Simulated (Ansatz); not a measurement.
tetrafluoromethane (CF₄), SMILES FC(F)(F)F.

Geometry optimised at B3LYP-D3(BJ)/def2-SVP.

Two levels are set side by side: PBE/def2-SVPD (Ansatz, a first-principles code) and PBE0/def2-SVPD (Ansatz). Energy differences of separate SCF runs at the same geometry; the states with an electron removed or added have multiplicity 2 and 2. Differences are taken from unrounded values.

| quantity | PBE0 |
|---|---|
| vertical ionisation energy (eV) | 15.70 |
| vertical singlet–triplet gap (eV) | 12.36 |

**Question.** What does PBE give, and how far is it from PBE0? (An estimate is asked for; the answer gives what the named calculation found.)

**Answer.** 
| quantity | PBE | PBE minus PBE0 |
|---|---|---|
| vertical ionisation energy (eV) | 14.67 | -1.03 |
| vertical singlet–triplet gap (eV) | 11.12 | -1.24 |
